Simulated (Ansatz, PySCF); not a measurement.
**Band gap of zinc-blende AlN (metastable phase): levels of theory against measurement**

Reference value: 5.34 eV (measured, temperature not stated, no zero-point or thermal correction; as tabulated in Deguchi et al. (2016), arXiv:1512.06930).

Problem. What do LDA, PBE, r²SCANh, Hartree–Fock, G0W0@Hartree–Fock give, and how far is each from the reference?

Solution. 
| level (code) | value (eV) | difference (eV) |
|---|---|---|
| LDA (Ansatz) | 3.24 (indirect) | -2.10 |
| PBE (Ansatz) | 3.32 (indirect) | -2.02 |
| r²SCANh (Ansatz) | 4.63 (indirect) | -0.71 |
| Hartree–Fock (Ansatz) | 12.04 (indirect) | +6.70 |
| G0W0@Hartree–Fock (PySCF) | 7.39 ± 0.3 | +2.05 |

Closest of the ranked levels: r²SCANh (-0.71 eV). Among them Hartree–Fock (+6.70 eV) misses by most.

Density-functional gaps are differences of (generalised) Kohn–Sham levels of a static lattice; semilocal ones lie below quasiparticle gaps as a rule. Measured gaps hold zero-point and thermal shifts unless a correction is named.  A ± on a computed value is a rough bar: the spread of its extrapolation, a floor set from checks against published values, or a statistical error. Values are at the measured cell. Cutoffs and k meshes differ between the levels. Ansatz's density-functional and Hartree–Fock values are scalar-relativistic unless marked +SOC, with PAW data made under PBE.

Differences are worked out from the printed values.

Ansatz is a first-principles code.
